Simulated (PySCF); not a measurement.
C3H3 (charge +1).
Z-matrix (Å and degrees, GFN2-xTB geometry), rows numbered from 1:
```
C 
C   1  1.3777
C   1  1.3778  2   60.00
H   1  1.0733  2  150.02  3   179.99
H   2  1.0733  1  149.98  3   179.96
H   3  1.0734  1  150.00  2   179.99
```

Jobs on this species (6 atoms, 20 electrons) with PySCF (density fitting). Hardware of each: Arm Neoverse V1, one thread, shared host. Other jobs ran on the host; a repeat could differ by tens of per cent or more.

```tsv
level and settings	work	basis functions	SCF cycles	wall time
PBE0/pcSseg-1	shieldings, ring-centre shieldings, charges and field gradients	66	?	?
delta-SCF UKS SCAN, pcX-2 on the ionised atom, pcseg-1 elsewhere, spin-free X2C	ΔSCF core ionisation, 1 hole	88	?	?
B3LYP/pcJ-1	spin–spin couplings from 6 perturbed nuclei	111	11	4.0 s
CAM-B3LYP/def2-SVPD	8 singlets by full TDDFT, 3 Tamm–Dancoff triplets, polarisability	84	10	3.0 s
```

Question: Fill in the missing figures.

Answer: 
- PBE0/pcSseg-1; shieldings, ring-centre shieldings, charges and field gradients: 2.5 s, 11 SCF cycles
- delta-SCF UKS SCAN, pcX-2 on the ionised atom, pcseg-1 elsewhere, spin-free X2C; ΔSCF core ionisation, 1 hole: 1.9 s, 16 SCF cycles

Question: What do all jobs in the table cost together?

Answer: About 11 s; the longest takes about 35 % of that, and about 2.1 times as long as the shortest.
